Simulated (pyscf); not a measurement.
## Concerted two-bond exchange: 1,3-butadiene (H₂C=CH–CH=CH₂) + hydrogen bromide (HBr) → H₂C=C=CH–CH₂–Br + hydrogen (H₂)

Gas phase, singlet surface, charge 0. Bonds broken: C2–H7, Br11–H12. Bonds formed: C4–Br11, H7–H12. Optimised with ωB97X-D3(BJ)/def2-SVP in PySCF.

Transition state (Å):

```xyz
12

C      1.0508     0.6411    -0.6468
C     -0.0638     0.1790    -0.1194
C     -1.2986    -0.4261    -0.1824
C     -2.4241     0.3253     0.1667
H      1.1701     0.6137    -1.7358
H      1.8654     1.0512    -0.0453
H      0.0759     0.5730     1.3746
H     -1.3478    -1.5205    -0.1672
H     -2.4159     1.4066     0.0147
H     -3.4087    -0.1457     0.1706
Br    -2.3889     0.6193     2.5659
H     -0.5725     0.7327     1.9419
```

One imaginary mode, 1181i cm⁻¹; descent along it reached the two sides named.

| bond | change | reactant side (Å) | saddle | product side |
|---|---|---|---|---|
| C2–H7 | breaks | 1.097 | 1.551 | 3.5 |
| Br11–H12 | breaks | 1.424 | 1.924 | 3.2 |
| C4–Br11 | forms | 3.8 | 2.417 | 1.952 |
| H7–H12 | forms | 2.9 | 0.876 | 0.761 |

Electronic energies relative to the separated reactants (eV):

```tsv
level	barrier	reaction energy	reverse barrier
ωB97X-D3(BJ)/def2-TZVP	3.09	+1.18	1.91
PBE/def2-TZVP	2.42	+1.14	1.28
r²SCAN/def2-TZVP	2.56	+1.18	1.37
B3LYP-D3(BJ)/def2-TZVP	2.71	+1.20	1.51
PBE0-D3(BJ)/def2-TZVP	2.73	+1.20	1.53
M06-2X/def2-TZVP	2.96	+1.14	1.82
ωB97M-D3(BJ)/def2-TZVP	3.07	+1.26	1.81
HF/def2-TZVP	4.18	+1.53	2.65
```

With ωB97M-D3(BJ)/def2-TZVP energies and thermal terms (ideal gas, 1 atm, RRHO with modes under 100 cm⁻¹ raised to 100, one conformer, R ln 2 for chiral ones without a mode under 150 cm⁻¹), in eV:

| T (K) | ΔH‡ | ΔG‡ | ΔH | ΔG |
|---|---|---|---|---|
| 298 | 2.93 | 3.36 | +1.13 | +1.18 |
| 600 | 2.94 | 3.79 | +1.18 | +1.21 |
| 900 | 2.98 | 4.20 | +1.21 | +1.22 |
| 1200 | 3.01 | 4.60 | +1.23 | +1.22 |

The same reactants have a lower exit, to H₂C=CH–CH(CH₃)–Br (barrier +1.28 eV at ωB97M-D3(BJ), against +3.07 eV here). H₂C=C=CH–CH₂–Br lies 0.50 eV over its isomer H₂C=CH–C(=CH₂)–Br (electronic energy, ωB97M-D3(BJ)). This is the saddle that the search found; another between the same sides may lie lower. Elements up to Kr have no core potential and no relativistic terms here.
